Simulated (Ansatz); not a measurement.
Si₃. Total charge 0; singlet. Geometry PBE-D4/def2-TZVP.

| atom | x (Å) | y (Å) | z (Å) |
| --- | --- | --- | --- |
| Si1 | 0.0380 | -0.7524 | -0.8051 |
| Si2 | -1.0563 | -0.3715 | 1.0523 |
| Si3 | 1.0183 | 1.1238 | -0.2472 |

At HF/def2-TZVP the restricted singlet is unstable: a solution with broken spin symmetry lies lower. At PBE0-D4/def2-TZVP a triplet of charge 0 lies 0.21 eV below the restricted singlet, each at its own geometry. The structure comes from a short search, and lower isomers may exist.

Q: Estimate the orbital energies around the gap (eV) in Ansatz with HF/def2-TZVP, PBE-D4/def2-TZVP, revPBE-D4/def2-TZVP, PBE0-D4/def2-SVP, PBE0-D4/def2-TZVP.

A: 
| orbital | HF/def2-TZVP | PBE-D4/def2-TZVP | revPBE-D4/def2-TZVP | PBE0-D4/def2-SVP | PBE0-D4/def2-TZVP |
| --- | --- | --- | --- | --- | --- |
| HOMO−9 | -116.05 | -94.77 | -94.73 | -100.62 | -100.36 |
| HOMO−8 | -114.72 | -94.20 | -94.16 | -99.89 | -99.60 |
| HOMO−7 | -114.70 | -94.19 | -94.15 | -99.87 | -99.60 |
| HOMO−6 | -114.69 | -94.08 | -94.04 | -99.79 | -99.50 |
| HOMO−5 | -20.36 | -13.97 | -13.93 | -16.04 | -15.81 |
| HOMO−4 | -15.11 | -10.52 | -10.47 | -12.03 | -11.92 |
| HOMO−3 | -12.34 | -8.76 | -8.71 | -9.93 | -9.87 |
| HOMO−2 | -8.48 | -5.93 | -5.89 | -6.85 | -6.74 |
| HOMO−1 | -8.28 | -5.89 | -5.86 | -6.81 | -6.69 |
| HOMO | -8.04 | -5.38 | -5.36 | -6.38 | -6.28 |
| LUMO | -0.75 | -4.28 | -4.24 | -3.72 | -3.62 |
| LUMO+1 | 0.08 | -3.43 | -3.39 | -2.82 | -2.75 |
| LUMO+2 | 1.60 | -2.14 | -2.09 | -1.35 | -1.37 |
| LUMO+3 | 1.71 | -1.93 | -1.88 | -1.15 | -1.18 |
| LUMO+4 | 3.43 | 0.20 | 0.25 | 1.47 | 0.99 |
| LUMO+5 | 3.77 | 0.42 | 0.47 | 2.05 | 1.11 |
